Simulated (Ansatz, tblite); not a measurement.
**The cluster P₅+: a ladder of methods and basis sets**

How do method and basis change the picture of the cluster P₅+ (singlet)?

Computed with Ansatz 0.2.0, Gaussian basis. Level: as each input shows.

The runs, in order: GFN1-xTB, GFN2-xTB, PBE-D4/def2-TZVP, r2SCAN-D4/def2-TZVP, LDA/def2-TZVP, PBE-QIDH/def2-TZVP, PBE-D4/def2-SVP, PBE0-D4/def2-SVP, HF/STO-3G, HF/6-31G, B3LYP-D4/6-31G, CCSD(T)/def2-TZVPP, MP2/def2-TZVP, RPA/def2-TZVP.

2 further runs of the same task are left out: 2 set aside as unsound or not needed.

### Step 1. The relaxed structure

The singlet was relaxed beforehand with B3LYP-D4/def2-SVP. At that level it is the lowest of the isomers that a small search found.

5 atoms, charge 1, spin multiplicity 1.

Bond lengths: P1–P2 2.354 Å, P1–P3 2.354 Å, P1–P4 2.354 Å, P1–P5 2.354 Å, P2–P3 2.216 Å, P2–P4 2.216 Å, P3–P5 2.216 Å, P4–P5 2.216 Å. Angles: P2–P1–P3 56.2°, P2–P1–P4 56.2°, P2–P1–P5 83.5°, P3–P1–P4 83.5°, P3–P1–P5 56.2°, P4–P1–P5 56.2°, P1–P2–P3 61.9°, P1–P2–P4 61.9°, P3–P2–P4 90.0°, P1–P3–P2 61.9°, P1–P3–P5 61.9°, P2–P3–P5 90.0°, P1–P4–P2 61.9°, P1–P4–P5 61.9°, P2–P4–P5 90.0°, P1–P5–P3 61.9°, P1–P5–P4 61.9°, P3–P5–P4 90.0°.

The ion is computed in the gas phase, without counter-ions or solvent.

PBE0-D4/def2-TZVP was run before; its log isn't repeated, and its numbers join the tables.

### Step 2. GFN1-xTB

Tight binding, by tblite at 300 K electronic temperature and without a spin-polarisation term:

```python
tblite.interface.Calculator('GFN1-xTB', numbers, positions, charge=1, uhf=0).singlepoint()
```

Energy -344.6635 eV, HOMO -18.00 eV, LUMO -15.95 eV; 0.005 s.

### Step 3. GFN2-xTB

Tight binding, by tblite at 300 K electronic temperature and without a spin-polarisation term:

```python
tblite.interface.Calculator('GFN2-xTB', numbers, positions, charge=1, uhf=0).singlepoint()
```

Energy -330.8823 eV, HOMO -15.56 eV, LUMO -13.42 eV; 0.004 s.

### Step 4. PBE-D4/def2-TZVP

start.molden holds the orbitals of an earlier run on this state, given as this run's starting guess.

Contents of in.yaml:

```yaml
crystal:
  periodic: [false, false, false]
  atoms:
    - {symbol: P, position_ang: [-0.088485, 1.311195, -0.497712]}
    - {symbol: P, position_ang: [1.149286, -0.646693, -0.916819]}
    - {symbol: P, position_ang: [1.106431, 0.136537, 1.155972]}
    - {symbol: P, position_ang: [-1.062196, -0.792462, -0.907003]}
    - {symbol: P, position_ang: [-1.105036, -0.008578, 1.165563]}
basis:
  gaussian: {orbitals: def2-TZVP, initial_orbitals: start.molden}
total_charge: 1
hamiltonian: {xc: pbe, dispersion: d4}
scf: {omitted_lower_state_checks: [starts]}
output: {orbitals: {seedname: orbitals}}
```

Run with:

```console
$ ansatz run in.yaml --threads 4 --pin off --events-out ev --progress --plain --max-ram 8704MiB
```

Further steps of the session: r2SCAN-D4/def2-TZVP; LDA/def2-TZVP; PBE-QIDH/def2-TZVP; PBE-D4/def2-SVP; PBE0-D4/def2-SVP; HF/STO-3G; HF/6-31G; B3LYP-D4/6-31G; CCSD(T)/def2-TZVPP; MP2/def2-TZVP; RPA/def2-TZVP.

**Question.** What will the summary of the whole plan be? Wanted: gap in def2-TZVP, named functionals, smallest and largest; correlation energy, CCSD(T)/def2-TZVPP; correlation energy, MP2/def2-TZVP; PBE0 total energy, smallest basis above largest.

**Answer**, as computed:

| quantity | value |
| --- | --- |
| gap in def2-TZVP, named functionals, smallest and largest | 2.54 eV (LDA), 4.34 eV (PBE0-D4) |
| correlation energy, CCSD(T)/def2-TZVPP | -21.57 eV |
| correlation energy, MP2/def2-TZVP | -19.17 eV |
| PBE0 total energy, smallest basis above largest | 16.65 eV (def2-SVP, def2-TZVP) |

Orbital gaps of the named functionals in def2-TZVP span 2.54 eV (LDA) to 4.34 eV (PBE0-D4); exact exchange widens it.
